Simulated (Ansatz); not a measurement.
```yaml
crystal:
  periodic: [false, false, false]
  atoms:
    - {symbol: N, position_ang: [-2.389792, -0.271328, -0.002546]}
    - {symbol: Al, position_ang: [-0.670419, -0.091292, -0.000913]}
    - {symbol: N, position_ang: [1.053481, 0.019732, 0.000549]}
    - {symbol: H, position_ang: [2.006730, 0.342888, 0.002910]}
basis:
  gaussian: {orbitals: def2-TZVP}
hamiltonian: {xc: pbe0}
relax: {f_tol: 0.004, max_steps: 80}
```

```sh
$ ansatz run in.yaml --threads 1 --pin off --events-out ev --progress --plain --max-ram 2176MiB
```

Steps of the relaxation (energy above the last step; positions in Å, forces in eV/Å):

```
4
step 1, 174.6 meV
N    -2.390   -0.271   -0.003   -1.191   -0.166   -0.001
Al   -0.670   -0.091   -0.001    3.354    0.435    0.004
N     1.053    0.020    0.001   -1.939   -0.351   -0.003
H     2.007    0.343    0.003   -0.224    0.082    0.000
```

```
4
step 2, 85.5 meV
N    -2.385   -0.271   -0.003   -0.714   -0.113   -0.001
Al   -0.645   -0.084   -0.001    1.851    0.278    0.002
N     1.042    0.011    0.000   -1.025   -0.239   -0.002
H     1.988    0.345    0.003   -0.112    0.074    0.000
```

```
4
step 3, 49.4 meV
N    -2.387   -0.274   -0.003   -0.017   -0.027    0.000
Al   -0.615   -0.072   -0.001   -0.179    0.079    0.000
N     1.032   -0.002    0.000    0.203   -0.108   -0.001
H     1.970    0.348    0.003   -0.007    0.057    0.000
```

```
4
step 5, 38.4 meV
N    -2.386   -0.286   -0.003    0.036    0.018    0.000
Al   -0.619   -0.033    0.000    0.180    0.035    0.000
N     1.048   -0.048    0.000   -0.355   -0.244   -0.002
H     1.956    0.367    0.003    0.140    0.191    0.001
```

```
4
step 13, 0.0 meV
N    -2.352   -0.218   -0.002    0.000    0.000    0.000
Al   -0.577   -0.056   -0.001    0.000    0.000    0.000
N     1.114   -0.227   -0.001    0.000    0.000    0.000
H     1.816    0.502    0.004    0.000    0.000    0.000
```

Close pairs at the end: N3–H4 1.013 Å, Al2–N3 1.700 Å, N1–Al2 1.782 Å.

A stationary point of restricted PBE0 after 13 steps (its stability towards spin polarisation wasn't tested); no frequencies were run, so it isn't proven a minimum. 46 s on 1 thread of Intel Xeon Platinum 8488C, shared host.
